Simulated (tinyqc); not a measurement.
Extended Hueckel theory, for NH3, step by step. One step of it, computed by the program tinyqc.

Problem. Wolfsberg-Helmholz matrix. H_ij = K' S_ij (H_ii + H_jj)/2 for i != j (the diagonal keeps H_ii), with K' = K + D^2 + D^4 (1 - K), D = (H_ii - H_jj)/(H_ii + H_jj), K = 1.5.

overlap S:
```
,1N 2s,1N 2px,1N 2py,1N 2pz,2H 1s,3H 1s,4H 1s
1N 2s,1.000000,0.000000,0.000000,0.000000,0.467103,0.467041,0.467041
1N 2px,0.000000,1.000000,0.000000,0.000000,0.425308,-0.212615,-0.212615
1N 2py,0.000000,0.000000,1.000000,0.000000,0.000000,0.368309,-0.368309
1N 2pz,0.000000,0.000000,0.000000,1.000000,-0.087071,-0.087055,-0.087055
2H 1s,0.467103,0.425308,0.000000,-0.087071,1.000000,0.153157,0.153157
3H 1s,0.467041,-0.212615,0.368309,-0.087055,0.153157,1.000000,0.153113
4H 1s,0.467041,-0.212615,-0.368309,-0.087055,0.153157,0.153113,1.000000
```

diagonal H_ii (eV): 1N 2s -26.000000, 1N 2px -13.400000, 1N 2py -13.400000, 1N 2pz -13.400000, 2H 1s -13.600000, 3H 1s -13.600000, 4H 1s -13.600000

K = 1.500000

Give: H.

Solution.

H (eV):
```
,1N 2s,1N 2px,1N 2py,1N 2pz,2H 1s,3H 1s,4H 1s
1N 2s,-26.0000,0.0000,0.0000,0.0000,-14.7353,-14.7334,-14.7334
1N 2px,0.0000,-13.4000,0.0000,0.0000,-8.6128,4.3056,4.3056
1N 2py,0.0000,0.0000,-13.4000,0.0000,0.0000,-7.4585,7.4585
1N 2pz,0.0000,0.0000,0.0000,-13.4000,1.7632,1.7629,1.7629
2H 1s,-14.7353,-8.6128,0.0000,1.7632,-13.6000,-3.1244,-3.1244
3H 1s,-14.7334,4.3056,-7.4585,1.7629,-3.1244,-13.6000,-3.1235
4H 1s,-14.7334,4.3056,7.4585,1.7629,-3.1244,-3.1235,-13.6000
```
